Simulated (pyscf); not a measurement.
Thermochemistry of product channels of H₃Ge–SnH₃ + hydrogen chloride (HCl) on the singlet surface, in kcal/mol, from ωB97M-D3(BJ)/def2-TZVP energies (ideal gas, 1 atm, RRHO with modes under 100 cm⁻¹ raised to 100, one conformer, R ln 2 for chiral ones without a mode under 150 cm⁻¹). Optimised with ωB97X-D3(BJ)/def2-SVP in PySCF.

| products | ΔE | ΔH(298 K) | ΔG(298 K) | ΔG(1200 K) |
|---|---|---|---|---|
| Cl–GeH₂–SnH₃ + hydrogen (H₂) | ___ | -12.4 | -11.3 | ___ |
| Cl–SnH₂–GeH₃ + hydrogen (H₂) | -16.6 | -17.2 | -16.1 | -14.3 |

**Question.** Complete the blanks.

**Answer.** 
- Cl–GeH₂–SnH₃ + hydrogen (H₂), ΔE: -11.4
- Cl–GeH₂–SnH₃ + hydrogen (H₂), ΔG(1200 K): -9.3

These are energies of the channels, which say nothing of barriers. Elements up to Kr have no core potential and no relativistic terms here. Elements past Kr carry the def2 core potentials, without spin-orbit coupling.
